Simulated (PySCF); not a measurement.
Molecule: vinylidene fluoride (SMILES C(=C)(F)F).

Geometry (Å), atoms numbered from 1 in this order:
```xyz
6

C    -0.719   -0.079   -0.106
C     0.572    0.063    0.078
F     1.232    1.212    0.032
F     1.423   -0.920    0.339
H    -1.335    0.774   -0.313
H    -1.171   -1.049   -0.051
```

Frames of a GFN2-xTB Langevin trajectory at 300 K; GIAO PBE0/pcSseg-1 shieldings in PySCF, gas phase, non-relativistic; equivalent atoms averaged within each frame.

Shifts are taken against calculated references (same method and geometry level): TMS for 13C (σref 186.93), 1H (σref 31.72); 19F (σref 170.95) vs CFCl3. The references are static minima.

Q: How do the shifts (ppm) fluctuate along the trajectory?

A: 
```tsv
time (fs)	C2	C1	F3/F4	H5/H6
optimised geometry	174.0	66.8	-75.6	3.97
250	174.4	67.0	-73.4	3.94
425	173.3	69.1	-78.6	4.27
625	180.6	64.1	-57.5	3.26
800	181.0	73.4	-66.9	4.11
1000	175.9	67.3	-71.3	4.01
mean of frames	177.0	68.2	-69.5	3.92
standard deviation	3.6	3.4	7.9	0.39
```

5 frames give an uncertainty of the mean of about the standard deviation over 2.2 at best, since frames this close in time may not be independent; classical motion lacks zero-point vibration, and the reference would need the same averaging.
